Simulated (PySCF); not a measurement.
Species: OF₂.
SMILES: `FOF`

Method used: TDDFT PBE0/def2-SVPD, vertical, gas phase, core orbitals frozen in the response in PySCF. Geometry: PBE0-D3(BJ)/def2-SVP; no solvent, vibrations or thermal averaging.

Question: What does the calculation give for the low-lying excited states?

Answer: 

| state | E (eV) | E (hartree) | f | \|μ\| (D) | symmetry | main configurations (H = HOMO, L = LUMO) |
| --- | --- | --- | --- | --- | --- | --- |
| S1 | 4.84 | 0.1780 | 0.0000 | 0.04 | – | H→L (99%) |
| S2 | 5.44 | 0.1998 | 0.0000 | 0.00 | – | H→L+1 (98%) |
| S3 | 8.09 | 0.2974 | 0.0029 | 0.31 | B1 or B2 | H-1→L (78%), H-2→L+1 (20%) |
| S4 | 8.20 | 0.3012 | 0.011 | 0.59 | A1 | H-2→L (78%), H-1→L+1 (18%) |
| S5 | 8.55 | 0.3143 | 0.0000 | 0.00 | – | H-3→L (97%) |
| S6 | 9.24 | 0.3396 | 0.0029 | 0.29 | A1 | H-1→L+1 (80%), H-2→L (19%) |
| S7 | 9.53 | 0.3503 | 0.0008 | 0.15 | – | H-3→L+1 (91%) |
| S8 | 10.15 | 0.3729 | 0.0005 | 0.11 | – | H→L+2 (97%) |
| S9 | 10.53 | 0.3868 | 0.131 | 1.81 | B1 or B2 | H-2→L+1 (70%), H-1→L (17%), H-6→L (10%) |
| S10 | 11.12 | 0.4086 | 0.0000 | 0.00 | – | H→L+3 (97%) |

Triplets (Tamm–Dancoff): T1 3.38 eV, H→L (97%); T2 4.14 eV, H→L+1 (94%); T3 6.70 eV, H-1→L (77%), H-2→L+1 (20%); T4 6.72 eV, H-2→L (87%), H-1→L+1 (9%).

The lowest singlet comes at 256 nm (467 kJ/mol) in the ultraviolet; it is dark (f under 0.0005); its leading configuration is HOMO→LUMO (99%). The most intense listed level is S9 at 10.53 eV (118 nm, f = 0.131), 5.68 eV above S1. Löwdin shares by element: HOMO oxygen 56%, fluorine 44%; LUMO fluorine 54%, oxygen 46%. Weighted by f, the mean energy of these states is 10.28 eV. Of the 10 states listed, 2 reach f = 0.01 and 5 stay under 0.0005. Orbital energies (eV): HOMO-3 -13.54, HOMO-2 -13.04, HOMO-1 -13.00, HOMO -9.92, LUMO -2.24, LUMO+1 -1.37, LUMO+2 1.78. The vertical ionisation energy (ΔSCF) is 13.34 eV, 2.22 eV above S10. Symmetry labels in C2v follow from the direction of the transition dipole and are given only for states with f of 0.002 or more; B1 and B2 swap with the choice of axes. The window holds the lowest 10 singlets.

Time: 5.2 s wall (grids of density and orbitals included); peak memory 0.31 GiB. Hardware: one thread of an Arm Neoverse V1, no GPU, shared host with 32 logical CPUs at a one-minute load of 12.
